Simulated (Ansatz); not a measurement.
**Scan of BH3, triplet**

Starting geometry (PBE0/def2-TZVP stationary point for this spin, not checked as a minimum):

```xyz
4

B    -0.1149    0.0000    0.0891
H     0.3114    0.5391   -0.9919
H     0.6095    0.0000    1.0286
H     0.3113   -0.5391   -0.9919
```

From there all distances are scaled together; atoms are numbered as listed. Energies are in kJ/mol, counted from the starting geometry at the same level. Kohn–Sham curves are unrestricted where that lies lower.

Basis cc-pVDZ; Ansatz 0.2.0. Only valence electrons are correlated (noble-gas cores frozen).

Unrestricted Kohn–Sham rows aren't spin-pure: their determinants' ⟨S²⟩ exceeds S(S+1) by up to 0.57, so they mix in states of higher spin.

Full CI is exact within this basis and frozen core; it isn't the basis-set limit.

| scale of all distances | PBE |
| --- | --- |
| 0.886 | 90.7 |
| 1.000 | 0.0 |
| 1.114 | 26.3 |
| 1.306 | 177.6 |
| 1.484 | 344.0 |
| 1.769 | 565.0 |
| 1.990 | 679.0 |
| 2.374 | 775.7 |

**Question.** Estimate the full CI curve in cc-pVDZ from this one, knowing how PBE errs.

**Answer.** The computed full CI values, in kJ/mol from the starting point, and the error of PBE against them:
| scale of all distances | full CI | PBE less full CI |
| --- | --- | --- |
| 0.886 | 88.3 | 2.4 |
| 1.000 | 0.0 | 0.0 |
| 1.114 | 31.6 | -5.3 |
| 1.306 | 192.7 | -15.0 |
| 1.484 | 361.1 | -17.0 |
| 1.769 | 557.8 | 7.2 |
| 1.990 | 640.0 | 39.0 |
| 2.374 | 706.0 | 69.7 |

PBE at 2.374 lies 69.7 kJ/mol (10 %) above the reference in this basis.

In so small a basis the reference is far from its limit while semilocal and hybrid functionals are nearer theirs, so the functionals' errors here hold much of the reference's basis and frozen-core error, which can add to them or hide them.
